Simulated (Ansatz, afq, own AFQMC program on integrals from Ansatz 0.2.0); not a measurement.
# B₂H₂, triplet: AFQMC among the cluster methods

```xyz
4

B     0.0000    0.0000    0.7529
B     0.0000    0.0000   -1.0096
H     0.0000    1.0240    1.3765
H     0.0000   -1.0240    1.3765
```

Connectivity, by distances: BH2–B.

Basis cc-pVTZ. Only valence electrons are correlated. AFQMC by an in-house program on the Cholesky factors that Ansatz 0.2.0 writes for its CCSD(T) run. ph-AFQMC/CISD is guided by a CISD state made of CCSD amplitudes; releasing the constraint for a short imaginary time cuts its bias at the price of noise, slowly where states lie close. Uncertainties: one standard error, sampling alone.

Determinant: UHF, the one that the program's search chose, which needn't be the lowest solution. The geometry is a PBE0/def2-TZVP stationary point of this or a neighbouring charge and spin state.

No full CI on the walks' own integrals is used here; CCSDT(Q) serves as the reference and is uncertain by about the last step of the cluster series.

Cautions: the released energies move by 1.5 errors or more from one time to the next, so no released level is given (meV from the phaseless value at times in 1/Eh: -5 ± 3 at 0.24, -8 ± 3 at 0.50, -5 ± 7 at 1.00, -21 ± 3 at 1.50), though the last usable value meets CCSDT(Q) within the noise; the ph-AFQMC/HF walk drifts between its halves (2.5 errors).

* T1 diagnostic: 0.0368
* weight of the determinant in the CISD state: 0.883
* ⟨S²⟩ of the determinant: 2.006
* size of the correlated space: 8 electrons in 86 orbitals

Reference: CCSDT(Q), correlation energy -5.087 eV.

```
        level  E − E(reference) (mEh)  share of correlation (%)
           HF                  186.93                      0.00
          MP2                   40.01                     78.60
         CCSD                    8.72                     95.34
      CCSD(T)                    1.85                     99.01
        CCSDT                    0.32                     99.83
  ph-AFQMC/HF             0.67 ± 0.84                     99.64
ph-AFQMC/CISD             0.57 ± 0.16                     99.69
```

A walk keeps the symmetry of its determinant, which the program's search chose and which needn't be the lowest solution, so a lower state of the same spin and another symmetry isn't excluded.
